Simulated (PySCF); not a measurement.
**Shapes and spin states of S₃**

Computed with PBE/[S def2-TZVP], no relativity, density fitting, PySCF.

Relaxations began from a few typed shapes and spin states; open shells are unrestricted. The search is not exhaustive: other isomers or separated fragments can lie lower, and high-lying points may rest on an excited occupation.

(1) Which is the lowest minimum found?
A. triplet D∞h: S–S 2.013 Å (×2); S–S–S 180.0°
B. triplet C2v: S–S 1.969 Å (×2); S–S–S 128.7°
C. singlet C2v: S–S 1.934 Å (×2); S–S–S 118.5°
D. singlet D3h: S–S 2.089 Å (×3); S–S–S 60.0° (×3)

## Answers

(1) C. The others lie at 43.8 (singlet D3h), 102.7 (triplet C2v), 205.0 (triplet D∞h, a saddle point) kJ/mol above it.

The electron or spin density has lower symmetry than the nuclear frame for the triplet D∞h at 205.0 kJ/mol.
